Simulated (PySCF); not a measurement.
Gas-phase reaction: H₃SiPH₂ + H → PH₃ + SiH₃

Energies from PySCF (xtb for GFN2), thermal terms from the rigid-rotor harmonic-oscillator model, ideal gas at 1 bar. † marks an energy on the PBE0/def2-TZVP geometry and frequencies; other levels use their own. MP2 freezes the core. Open shells (unrestricted): H (multiplicity 2), SiH₃ (multiplicity 2); the rest are closed-shell singlets. GFN2 has no spin-polarisation term. B3LYP is the form with VWN-RPA correlation. MP2 isn't extrapolated to the basis-set limit; its ΔH°(298 K) is -42.8 kJ in def2-SVP and -36.3 kJ in def2-TZVPP. The harmonic model lacks anharmonicity and excited electronic states, which grow with temperature; levels with a mode under 35 cm⁻¹ are left out. Internal rotation in H₃SiPH₂ is treated as a harmonic vibration of one conformer, which makes the entropy rough.

```csv
level,"ΔE electronic, kJ","ΔH°(298 K), kJ","ΔS°(298 K), J/K","ΔG°(1400 K), kJ"
B3LYP/def2-TZVP†,-73,-65,33,-92
BLYP/def2-TZVP†,-76,-68,33,-94
GFN2-xTB,-99,-88,30,-110
MP2/def2-SVP†,-51,-43,33,-69
PBE/def2-SVP,-53,-45,33,-72
PBE0/def2-TZVP,-52,-44,33,-71
ωB97X-V/def2-TZVP†,-49,-40,33,-67
```
ΔH° is lowest at GFN2-xTB and highest at ωB97X-V/def2-TZVP†. No reference value is set beside these.
